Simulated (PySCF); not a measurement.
## Peak assignment

Mapped SMILES: `[CH2:1]=[CH:2]/[N:3]=[CH:4]\[N:5]=[CH2:6]`. Each H is labelled by its parent atom. Ha(C6) is cis to C4; Ha(C1) is cis to N3; Hb(C6) is trans to C4; Hb(C1) is trans to N3.

Level of theory: shielding tensors at PBE0/pcSseg-1 (GIAO), coordinates at the GFN2-xTB level, in PySCF (gas phase, non-relativistic Hamiltonian, single conformer).

Scale: ¹³C and ¹H vs TMS (reference shieldings calculated alike).

Problem. Assign these signals to the numbered atoms. ¹³C{¹H} NMR (computed): δ 158.0, 152.1, 142.9, 122.7.

Solution. 
| δ (ppm) | atoms | environment | reason |
| --- | --- | --- | --- |
| 158.0 | C6 | C=N carbon | – |
| 152.1 | C4 | C=N carbon | – |
| 142.9 | C2 | alkene CH | the olefinic region |
| 122.7 | C1 | terminal =CH2 carbon | as expected for a trigonal carbon in a double bond |

Problem. Assign these signals to the numbered atoms. ¹H NMR (600 MHz, computed): δ 8.26 (s, 1H), 7.74 (m, 1H), 7.63 (m, 1H), 6.87 (m, 1H), 5.97 (m, 1H), 5.23 (m, 1H).

Solution. 
| δ (ppm) | atoms | environment | reason |
| --- | --- | --- | --- |
| 8.26 | H(C4) | hydrogen on a C=N carbon | – |
| 7.74 | Hb(C6) | hydrogen on a C=N carbon | – |
| 7.63 | Ha(C6) | hydrogen on a C=N carbon | – |
| 6.87 | H(C2) | hydrogen on an alkene CH | olefinic region |
| 5.97 | Ha(C1) | hydrogen on a terminal =CH2 carbon | attached to an sp2 carbon and in the plane of the double bond |
| 5.23 | Hb(C1) | hydrogen on a terminal =CH2 carbon | – |

Hb(C6) and Ha(C6) lie closer than the usual error of such a calculation, so a measured spectrum could show them in the other order.

Shifts are as computed. Against solution values, carbons near 30 ppm lie about +3 ppm off and those near 130 ppm about +5 ppm. Of 1211 compounds with measured shifts, 218 miss one by over three times the rms of a fit or turn the order of signals round; such compounds aren't used in these exercises. No couplings were computed; multiplicities are counted from neighbouring protons, with m where these are inequivalent, close in shift, in a saturated or five-membered ring or joined by F or P, and br s for small geminal =CH2 splittings.
